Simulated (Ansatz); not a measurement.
System: rock-salt TiN. Method: PBEsol (PAW; Ansatz, an electronic-structure program).

Run with plane-wave cutoff 520 eV, 22×22×22 k mesh, Fermi–Dirac smearing 0.05 eV, no spin polarisation, scalar-relativistic PAW data made under PBE.

Results at a series of volumes:

```csv
V (Å³/atom),E − E_lowest (meV/atom),P (GPa)
8.730,34.95,21.20
8.916,14.99,13.38
9.102,3.62,6.35
9.288,0.00,0.01
9.473,3.35,-5.69
9.659,12.97,-10.82
9.845,28.25,-15.45
```

### Question
Fit the third-order Birch–Murnaghan equation and give B0 and B′.

### Answer
V0 = 9.288 Å³/atom, B0 = 300 GPa, B′ = 4.2 (fit to the energies at full precision).

Measured, for comparison: bulk modulus 288 GPa (temperature not stated, not corrected to a static lattice; as tabulated in Krasnenko and Brik (2013), arXiv:1306.3139); equilibrium volume per atom 9.52 Å³/atom (temperature not stated, not corrected to a static lattice; as tabulated in Zhang et al. (2018), doi:10.1088/1367-2630/aac7f0). Computed (rounded) less measured: bulk modulus +4 %, equilibrium volume per atom -2.4 %. A static lattice is as a rule a little smaller and stiffer than an uncorrected measurement, which can account for part of this.

Computed values are for the static lattice.

Cost on a shared machine: around 40 core-seconds (rough).
